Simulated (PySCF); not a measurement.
B3LYP has the VWN-RPA correlation part, as in Gaussian. 

```xyz
4

Si    -0.0009     0.0007     0.3382
H     -0.7083     1.2258    -0.1170
H      1.4163     0.0004    -0.1091
H     -0.7072    -1.2268    -0.1119
```

Charge 0, multiplicity 2.

**Question.** Give the Mulliken and meta-Löwdin atomic charges from B3LYP-D3(BJ)/def2-TZVP // PBE0-D4/def2-TZVP in PySCF.

**Answer.** 
```
atom  Mulliken (e)  meta-Löwdin (e)
----  ------------  ---------------
Si1           0.09             0.22
H2           -0.03            -0.07
H3           -0.03            -0.07
H4           -0.03            -0.07
```
